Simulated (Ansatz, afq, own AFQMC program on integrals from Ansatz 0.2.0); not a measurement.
**Sc, doublet in def2-TZVP, levels against full CI**

A free Sc atom.

Basis def2-TZVP. Only valence electrons are correlated. Ansatz 0.2.0 and our own AFQMC program on the same integrals; the CISD trial comes from CCSD amplitudes, and released means the phaseless constraint is let go. Free projection: walkers drawn from exp(T), propagated without any constraint. Its projection time is finite, and what remains of the start isn't in its error. Error bars are statistical, one sigma. The metal's outer-core s and p shells are frozen, which shifts wave-function levels against functionals.

Determinant: ROHF, the one that the program's search chose, which needn't be the lowest solution.

Full CI on the same integrals is exact in this basis and with this determinant's frozen core.

Cautions: no relativity below Rb; outer-core shells of the metal frozen.

* T1 diagnostic: 0.0252
* weight of the determinant in the CISD state: 0.920
* size of the correlated space: 3 electrons in 36 orbitals

```csv
level,correlation energy (eV)
MP2,-0.7189
CCSD,-1.0227
CCSD(T),-1.0461
```

Q: Estimate where free-projection AFQMC lies against CCSD(T) on the same integrals.

A: 0.23 ± 0.04 kcal/mol below CCSD(T).

Reference: full CI, correlation energy -1.060 eV. The released energy is read at 2.40 1/Eh (meV from the phaseless value at times in 1/Eh: 2 ± 5 at 0.24, 3 ± 5 at 0.51, 0 ± 5 at 0.99, 8 ± 6 at 1.62, -1 ± 6 at 2.40).

| level | E − E(reference) (kcal/mol) | share of correlation (%) |
| --- | --- | --- |
| CCSD(T) | 0.33 | 98.65 |
| ph-AFQMC/CISD | 0.26 ± 0.08 | 98.95 |
| released AFQMC | 0.22 ± 0.13 | 99.09 |
| free AFQMC | 0.10 ± 0.04 | 99.58 |

Free projections are given only where their last times agree within the noise and don't stop above the reference; a slow remainder of the start can still hide under it. A walk keeps the symmetry of its determinant, which the program's search chose and which needn't be the lowest solution, so a lower state of the same spin and another symmetry isn't excluded. Released energies are given only where the last usable release times agree within the noise; a slower fall can still hide under it.
